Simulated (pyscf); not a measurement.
## Routes from H₃C–BH–Cl + hydrogen (H₂)

Candidate steps break at most two bonds and form at most two. Each was searched with GFN2-xTB (tblite) first. Optimised with ωB97X-D3(BJ)/def2-SVP in PySCF. Energies: ωB97M-D3(BJ)/def2-TZVP, kcal/mol, from the separated reactants, singlet surface; ΔG‡ with ideal gas, 1 atm, RRHO with modes under 100 cm⁻¹ raised to 100, one conformer, R ln 2 for chiral ones without a mode under 150 cm⁻¹.

```
products                              type   ΔE‡     ΔE  ΔG‡ 298 K  ΔG‡ 900 K  ν‡ (cm⁻¹)
-------------  ---------------------------  ----  -----  ---------  ---------  ---------
H₂B–Cl + CH₄          four-centre exchange  26.1   -2.7       38.1       57.6      1168i
H₂B–CH₃ + HCl  concerted two-bond exchange  28.8  +20.7       39.1       58.0       814i
```

Plain bond fissions and candidates not yet searched are not listed, and one of them may be faster. Each barrier is that of the saddle found; lower ones may exist.
